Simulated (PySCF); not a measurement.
Cards and structures have been mixed up. Pair them.

Structures:
1. `C(C(C)(C)C)[AsH2]`
2. `[H][Si]([H])(C)F`
3. `BSC(F)(F)F`
4. `CC[CH2][Al]([Cl])[Cl]`
5. `O=C=C`

Card P (geometry PBE0-D3(BJ)/def2-SVP):
- Rotational constants A, B, C: 19.525, 6.600, 5.420 GHz
- Static isotropic polarisability (wB97X-D/def2-SVPD): 39.8 au
- Dipole moment (wB97X-D/def2-SVPD): 1.94 D
- HOMO energy (wB97X-D/def2-SVPD): -11.22 eV
- Vertical ionisation energy (ΔSCF wB97X-D/def2-SVPD): 11.75 eV
- 13C chemical shifts (computed TMS as zero) by class (GIAO PBE0/pcSseg-1): -1.4 (1 C) ppm
- Lowest triplet excitation (Tamm–Dancoff) (TDA wB97X-D/def2-SVPD): 7.90 eV

Card Q (geometry PBE0-D3(BJ)/def2-SVP):
- Rotational constants A, B, C: 4.602, 2.360, 2.135 GHz
- Static isotropic polarisability (wB97X-D/def2-SVPD): 50.5 au
- Lowest singlet excitation (TDDFT wB97X-D/def2-SVPD): 6.33 eV (196 nm, f = 0.000)
- Dipole moment (wB97X-D/def2-SVPD): 1.03 D
- Lowest triplet excitation (Tamm–Dancoff) (TDA wB97X-D/def2-SVPD): 5.02 eV
- Vertical ionisation energy (ΔSCF wB97X-D/def2-SVPD): 11.38 eV
- HOMO energy (wB97X-D/def2-SVPD): -10.86 eV

Card R (geometry PBE0-D3(BJ)/def2-TZVP):
* Rotational constants A, B, C: 283.580, 10.383, 10.016 GHz
* Static isotropic polarisability (CAM-B3LYP/aug-cc-pVTZ): 28.7 au
* 13C chemical shifts (computed TMS as zero) by class (GIAO B97-2/pcSseg-2): 198.9 (1 C), -0.7 (1 C) ppm
* Isotropic shieldings of nuclei other than C and H, by class (GIAO B97-2/pcSseg-2): -16 (1 O) ppm
* Point group: C2v

Card S (geometry PBE0-D3(BJ)/def2-SVP):
- Rotational constants A, B, C: 2.180, 0.953, 0.686 GHz
- Static isotropic polarisability (wB97X-D/def2-SVPD): 87.8 au
- Lowest triplet excitation (Tamm–Dancoff) (TDA wB97X-D/def2-SVPD): 5.92 eV
- Dipole moment (wB97X-D/def2-SVPD): 2.35 D
- Lowest singlet excitation (TDDFT wB97X-D/def2-SVPD): 6.30 eV (197 nm, f = 0.009)
- HOMO energy (wB97X-D/def2-SVPD): -10.22 eV

Card T (geometry PBE0-D3(BJ)/def2-SVP):
- Rotational constants A, B, C: 4.269, 1.119, 1.117 GHz
- Static isotropic polarisability (wB97X-D/def2-SVPD): 94.7 au
- Lowest singlet excitation (TDDFT wB97X-D/def2-SVPD): 6.46 eV (192 nm, f = 0.086)
- Dipole moment (wB97X-D/def2-SVPD): 1.09 D
- Strongest line among the 6 lowest singlet transitions (TDDFT wB97X-D/def2-SVPD): S3 at 6.91 eV (180 nm, f = 0.137)
- HOMO energy (wB97X-D/def2-SVPD): -8.86 eV

Species are written as SMILES; each is one conformer at its optimised geometry, gas phase, non-relativistic unless stated; the electronic structure was computed with PySCF and density fitting. NMR classes are plain means over equivalent atoms (diastereotopic ones count apart unless rotation or inversion swaps them), as if these changed places fast.

Task: Which card belongs to which structure?

Result: P = 2, Q = 3, R = 5, S = 4, T = 1. What ties each card to its structure:
- 1 (card T), C5H13As, monoisotopic mass 148.0 u, 6 heavy atoms: a nearly prolate symmetric top with C = 1.117 GHz; polarisability 94.7 au for 76 electrons; dipole 1.09 D.
- 2 (card P), CH5FSi, monoisotopic mass 64.0 u, 3 heavy atoms: 1 C in 1 class; an asymmetric top with C = 5.420 GHz; polarisability 39.8 au for 34 electrons; dipole 1.94 D.
- 3 (card Q), CH2BF3S, monoisotopic mass 114.0 u, 6 heavy atoms: an asymmetric top with C = 2.135 GHz; polarisability 50.5 au for 56 electrons; dipole 1.03 D.
- 4 (card S), C3H7AlCl2, monoisotopic mass 140.0 u, 6 heavy atoms: an asymmetric top with C = 0.686 GHz, the lowest such constant on the cards; polarisability 87.8 au for 72 electrons; dipole 2.35 D.
- 5 (card R), C2H2O, monoisotopic mass 42.0 u, 3 heavy atoms: 2 C in 2 classes; point group C2v; the least shielded carbon (198.9 ppm) is a central carbon of a ketene; an asymmetric top with C = 10.016 GHz, the highest such constant on the cards; polarisability 28.7 au for 22 electrons.
